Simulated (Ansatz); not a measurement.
Ag⁺ beside HF: one fragment in the basis of the whole pair (the partner's atoms are ghosts).

in.yaml

```yaml
crystal:
  periodic: [false, false, false]
  atoms:
    - {symbol: F, position_ang: [0.046162, -0.205155, 0.502908]}
    - {symbol: H, position_ang: [-0.048209, 0.222690, 1.323621]}
basis:
  gaussian:
    orbitals: "def2-TZVPPD.json"
    ghost_atoms:
      - {symbol: Ag, position_ang: [0.002047, -0.017636, -1.826529]}
hamiltonian: {xc: {name: B97M-V}}
```

The basis file named in the input lies beside it (Basis Set Exchange, JSON).

Run by:

```bash
ansatz run in.yaml --threads 2 --pin off --events-out ev --progress --plain --max-ram 5222MiB
```

The run's output (Ansatz 0.2.0):

```
Functional definition: B97M-V
  name "B97M-V"
  cite "Mardirossian & Head-Gordon, J. Chem. Phys. 142, 074111 (2015) doi:10.1063/1.4907719"
  cite "Becke, J. Chem. Phys. 107, 8554 (1997) doi:10.1063/1.475007"
  cite "Vydrov & Van Voorhis, J. Chem. Phys. 133, 244103 (2010) doi:10.1063/1.3521275"
  # Of w^i u^j: cxij and so on, Table III.
  parameter cx00 = 1.000
  parameter cx01 = 1.308
  parameter cx02 = 1.901
  parameter cx10 = 0.416
  parameter cx11 = 3.070
  parameter css00 = 1.000
  parameter css02 = -1.855
  parameter css10 = -5.668
  parameter css32 = -20.497
  parameter css42 = -20.364
  parameter cos00 = 1.000
  parameter cos01 = 1.573
  parameter cos03 = -6.298
  parameter cos10 = 2.535
  parameter cos32 = -6.427
  parameter b = 6.0
  parameter c = 0.01
  gx(w, u) = cx00 + cx01*u + cx02*u^2 + (cx10 + cx11*u)*w
  gss(w, u) = css00 + css02*u^2 + css10*w + (css32*w^3 + css42*w^4)*u^2
  gos(w, u) = cos00 + cos01*u + cos03*u^3 + cos10*w + cos32*w^3*u^2
  exchange = spin_sum(e_x_unif_s*gx(b97_w, b97_u_x))
  correlation = spin_sum(e_c_pw_mod_same_spin*gss(b97_w, b97_u_same))
      + integral(e_c_pw_mod_opposite_spin*gos(b97_w_opposite, b97_u_opposite)) + vv10(b, c)
555 factors; their error is unknown
mean field evaluation 1: about -2731.9303 eV, gradient 3.3e1 eV
mean field evaluation 2: about -2728.7488 eV, gradient 5.8e1 eV
mean field evaluation 4: about -2733.4543 eV, gradient 3.3e-1 eV
mean field evaluation 8: about -2733.4545 eV, gradient 3.5e-4 eV
mean field -2733.45454133 eV, -100.4526015917 hartree, gradient 7.5e-5 eV, S^2 0.000000; 0 other end points of the search recorded, 0 dependent functions left out
reference -2733.45459073 eV, -100.4526034074 hartree; 5, 5 occupied and 108, 108 virtual orbitals, 555 factors
Total energy: -2733.45459073 eV, -100.4526034074 hartree
```

The lines “mean field evaluation” count trial sets of orbitals through the whole run, from several starts and some on an approximate energy, so they need not fall steadily or lie above the final value.

Hardware: 2 CPU threads of an Arm Neoverse V2, shared host. Wall time about 1.9 s.
